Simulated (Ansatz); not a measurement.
A made-up structure of CH$_{4}$ClSi (charge -1), closed shell:

C1  (-0.797, 0.231, -0.517)
Si2  (0.342, 0.132, 0.322)
Cl3  (1.330, -1.828, 0.235)
H4  (-1.705, -0.290, -0.129)
H5  (-0.563, 0.354, -1.602)
H6  (-0.066, 0.273, 1.830)
H7  (1.460, 1.129, -0.140)
(Å)

It is relaxed with PBE-D4/def2-SVPD and then PBE0-D4/def2-TZVPD (Ansatz 0.2.0). Atoms count as bonded within 1.22 times the sum of their covalent radii (H–H: 0.88 Å). The end point is not checked to be a true minimum.

(1) Does its bonding change? (A judgement: the text doesn't fix the answer.)

Results:

(1) The calculation gives: No: no bond forms or breaks.

Where it ends: The first stage lowers the energy by 3.38 eV in 6 steps. It ends as CH₄ClSi ([CH2][SiH2][Cl]), total charge -1:
C1  (-0.984, 0.280, -0.641)
Si2  (0.423, 0.094, 0.368)
Cl3  (1.636, -1.801, 0.484)
H4  (-1.930, -0.174, -0.350)
H5  (-0.873, 0.420, -1.715)
H6  (0.158, 0.194, 1.838)
H7  (1.571, 0.987, 0.016)
(Å)

Labels in which every atom is bracketed show which atoms are joined, not bond orders.

For scale, one of the runs: PBE0-D4/def2-TZVPD relaxation, 162 basis functions, launched by `ansatz run in.yaml --threads 2 --pin off --events-out ev --progress --plain --max-ram 4352MiB`. Hardware: 2 CPU threads of an Arm Neoverse V1, shared host. Wall time about 18 s.
